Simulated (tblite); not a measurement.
Species: C4H4O.
Bonds: C1–C2 (double), C2–C3 (double), C3–C4, C4–O5 (double). Hydrogens: H6, H7 on C1; H8 on C3; H9 on C4.

Computed with GFN2-xTB (tblite), gas phase: Langevin dynamics at 200 K from the optimised GFN2-xTB geometry, time step 0.5 fs, friction 0.01 fs⁻¹, 2000 steps. Over the second half of the run the saved frames average 198 K.

The optimised geometry, where the run starts:
```
atom  x, y, z in Å
C1      1.888    0.117    0.090
C2      0.661   -0.272    0.057
C3     -0.603   -0.613    0.017
C4     -1.675    0.374   -0.126
O5     -1.538    1.567   -0.215
H6      2.479    0.208   -0.806
H7      2.381    0.364    1.017
H8     -0.897   -1.651    0.089
H9     -2.683   -0.087   -0.147
```

t = 225 fs, T = 176 K, E(pot) 0.166 eV above the start
```
atom  x, y, z in Å  |  force x, y, z in eV/Å
C1      1.599    0.117    0.628    1.980   0.206  -0.228
C2      0.503   -0.421    0.263   -0.704  -0.528  -0.783
C3     -0.657   -0.857   -0.200    0.703   1.218   0.724
C4     -1.689    0.148   -0.406   -0.947   0.370  -0.556
O5     -1.543    1.340   -0.265    0.023  -0.255   0.035
H6      2.510    0.305   -0.016   -1.409  -0.160   0.507
H7      1.818    0.284    1.668   -0.080   0.103   0.204
H8     -0.853   -1.889   -0.262   -0.342  -0.844  -0.183
H9     -2.710   -0.223   -0.751    0.775  -0.110   0.280
```

t = 400 fs, T = 224 K, E(pot) 0.123 eV above the start
```
atom  x, y, z in Å  |  force x, y, z in eV/Å
C1      1.634   -0.443    0.530   -0.901  -0.182  -0.183
C2      0.468   -0.642   -0.045    2.273   0.171   1.088
C3     -0.741   -0.849   -0.476   -0.359   0.275  -0.035
C4     -1.770    0.203   -0.386    0.636   0.006   0.157
O5     -1.578    1.373   -0.136   -0.479  -0.866  -0.249
H6      2.524   -0.046    0.041   -0.538  -0.188  -0.028
H7      1.789   -0.667    1.598   -0.267   0.122  -0.676
H8     -1.058   -1.811   -0.855    0.062   0.039  -0.077
H9     -2.743   -0.290   -0.548   -0.428   0.623   0.003
```

t = 475 fs, T = 236 K, E(pot) 0.113 eV above the start
```
atom  x, y, z in Å  |  force x, y, z in eV/Å
C1      1.457   -0.622    0.407    1.302   0.769   0.660
C2      0.299   -0.740   -0.113   -0.671  -0.038  -0.759
C3     -0.896   -0.761   -0.653    0.396   0.187  -0.049
C4     -1.754    0.418   -0.551    0.114   0.134   0.653
O5     -1.432    1.480   -0.059   -0.482  -0.621  -0.549
H6      2.336   -0.217   -0.139   -0.806  -0.510   0.476
H7      1.554   -0.737    1.488    0.275  -0.193  -0.414
H8     -1.260   -1.615   -1.190   -0.184  -0.231   0.040
H9     -2.786    0.163   -0.878    0.057   0.502  -0.059
```

t = 575 fs, T = 182 K, E(pot) 0.171 eV above the start
```
atom  x, y, z in Å  |  force x, y, z in eV/Å
C1      1.104   -1.012    0.454    1.114  -0.542   0.425
C2     -0.058   -0.779   -0.039   -0.058  -0.557  -0.358
C3     -1.142   -0.499   -0.727    0.103  -0.869   0.376
C4     -1.706    0.818   -0.582   -1.279   0.193  -0.956
O5     -1.412    1.670    0.207    0.080   0.220   0.058
H6      1.982   -0.836   -0.197   -0.498  -0.062   0.589
H7      1.335   -1.457    1.453   -0.433   0.654  -1.049
H8     -1.705   -1.260   -1.305    0.593   0.625   0.383
H9     -2.539    0.947   -1.352    0.379   0.338   0.530
```

t = 625 fs, T = 260 K, E(pot) 0.185 eV above the start
```
atom  x, y, z in Å  |  force x, y, z in eV/Å
C1      0.960   -1.058    0.716   -0.029   0.347   0.070
C2     -0.065   -0.762    0.004    0.509   0.381  -0.129
C3     -1.115   -0.340   -0.642   -0.028  -1.254  -0.414
C4     -1.764    0.907   -0.343   -0.715   1.190   0.440
O5     -1.349    1.932    0.169   -0.227  -1.295  -0.609
H6      1.976   -0.817    0.500    0.289  -0.053  -0.422
H7      0.799   -1.454    1.682   -0.059  -0.515   0.816
H8     -1.644   -1.064   -1.286    0.230   0.636   0.201
H9     -2.839    0.775   -0.621    0.030   0.563   0.047
```

t = 750 fs, T = 147 K, E(pot) 0.174 eV above the start
```
atom  x, y, z in Å  |  force x, y, z in eV/Å
C1      0.720   -1.060    0.724    0.266   0.436   0.007
C2     -0.404   -0.625    0.259    1.036  -0.365  -0.001
C3     -1.382   -0.070   -0.378   -0.506   1.464   0.321
C4     -1.659    1.380   -0.233    0.752  -0.332  -0.139
O5     -1.203    2.120    0.591    0.198   0.169   0.761
H6      1.653   -0.867    0.155   -0.735  -0.409   0.605
H7      0.751   -1.476    1.722    0.309  -0.082  -0.264
H8     -2.027   -0.560   -1.042   -0.636  -0.764  -0.694
H9     -2.205    1.821   -1.059   -0.685  -0.118  -0.596
```

t = 900 fs, T = 156 K, E(pot) 0.147 eV above the start
```
atom  x, y, z in Å  |  force x, y, z in eV/Å
C1      0.319   -0.824    0.736    0.127  -0.078  -0.418
C2     -0.709   -0.298    0.145    1.241  -0.981   0.406
C3     -1.733    0.297   -0.382   -1.176   0.163  -0.003
C4     -2.027    1.657    0.069   -0.009  -0.274  -0.081
O5     -1.290    2.367    0.684    0.866   0.542   0.573
H6      1.351   -0.728    0.381   -0.594  -0.002  -0.043
H7      0.217   -1.492    1.582   -0.103   0.351   0.072
H8     -2.509   -0.202   -0.974    0.665   0.219  -0.037
H9     -3.001    2.038   -0.185   -1.018   0.060  -0.469
```

t = 975 fs, T = 181 K, E(pot) 0.159 eV above the start
```
atom  x, y, z in Å  |  force x, y, z in eV/Å
C1      0.341   -0.764    0.669    1.726  -1.077   0.119
C2     -0.716   -0.198    0.267   -2.408   1.304  -0.867
C3     -1.814    0.389   -0.213    0.188  -1.623   0.284
C4     -2.101    1.792   -0.088    0.451   1.244   0.686
O5     -1.401    2.581    0.522   -0.158  -0.313  -0.249
H6      1.227   -0.797    0.027   -0.293  -0.036   0.237
H7      0.426   -1.349    1.579   -0.034   0.417   0.003
H8     -2.592   -0.288   -0.622    0.588   0.624  -0.065
H9     -3.009    2.206   -0.572   -0.060  -0.541  -0.147
```

t = 1000 fs
```
atom  x, y, z in Å
C1      0.385   -0.754    0.582
C2     -0.742   -0.165    0.264
C3     -1.792    0.422   -0.202
C4     -2.090    1.835   -0.073
O5     -1.439    2.701    0.452
H6      1.219   -0.770   -0.052
H7      0.486   -1.214    1.534
H8     -2.436   -0.096   -0.915
H9     -3.050    2.154   -0.566
```

**Question.** Estimate the potential energy and the forces of this last frame.

**Answer.** 0.157 eV above the start.

```
atom  Fx (eV/Å)  Fy (eV/Å)  Fz (eV/Å)
  C1     -2.177      0.775      0.310
  C2      2.443     -1.072      0.299
  C3     -0.948      0.289     -1.080
  C4     -0.617      1.039     -0.149
  O5      0.344     -0.222      0.270
  H6      0.745      0.142     -0.630
  H7      0.101     -0.371      0.443
  H8     -0.105     -0.129      0.485
  H9      0.214     -0.451      0.052
```

The bond farthest from its length at the start is C1–H6 (1.048 against 1.078 Å), and half the difference of its two atoms' forces along it is +1.45 eV/Å (positive lengthens). The largest atomic force is 2.68 eV/Å.

What follows is the cost of the whole dynamics run. On Intel Xeon at 2.50 GHz, one thread, shared host with 64 logical CPUs at a one-minute load of 55, this took 18 s of wall time and 0.18 GiB of memory at its peak.
